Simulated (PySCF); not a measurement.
phosphine (H₃P), SMILES P. Heavy atoms are numbered as in [PH3:1]. Hydrogens are named by the atom that carries them.

Geometry: PBE0-D3(BJ)/def2-TZVPD.

Calculation: PySCF with PBE0/pcSseg-2.

GIAO shieldings, no solvent; atoms alike by connectivity are averaged. δ = σ(ref) − σ: ³¹P against PH3 (σ = 579.7 ppm); ¹H against TMS (σ = 31.54 ppm), references at their B3LYP-D3(BJ)/def2-TZVP geometries, non-relativistic.

### Question
Estimate the chemical shifts. (Estimate from the structure and the level; the computed values follow.)

### Answer

```json
[
 {"nucleus": "³¹P", "atoms": "P1 (PH3)", "count": "1", "δ (ppm)": "-1.2"},
 {"nucleus": "¹H", "atoms": "H on P1", "count": "3", "δ (ppm)": "2.15"}
]
```
